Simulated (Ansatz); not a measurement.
`N=CCl`, relaxed with RKS PBE-D4/def2-SVP in the Gaussian-basis code of Ansatz from a rough embedded geometry. The force threshold is 0.03 eV/Å; the program also tests the step.

Charge 0, multiplicity 1.

Start:

```xyz
5

N     0.789   -0.537   -0.234
C    -0.255    0.074    0.132
Cl   -1.122   -0.649    1.373
H     1.185    0.073   -0.992
H    -0.597    1.038   -0.279
```

**Question.** How much energy does the relaxation release, and in how many steps? (Best estimate.)

**Answer.** Computed: 0.17 eV, in 5 steps.

**Question.** Which bonds change most? (An estimate is asked.)

**Answer.** Ansatz gave: C2–Cl3 from 1.678 to 1.752 Å; N1–H4 from 1.051 to 1.034 Å; C2–H5 from 1.102 to 1.111 Å; N1–C2 from 1.264 to 1.263 Å.

**Question.** Give the relaxed structure. (Estimate.)

**Answer.** Ansatz gave: 
```xyz
5

N     0.825   -0.513   -0.281
C    -0.221    0.066    0.128
Cl   -1.199   -0.623    1.408
H     1.258    0.047   -1.034
H    -0.663    1.023   -0.221
```
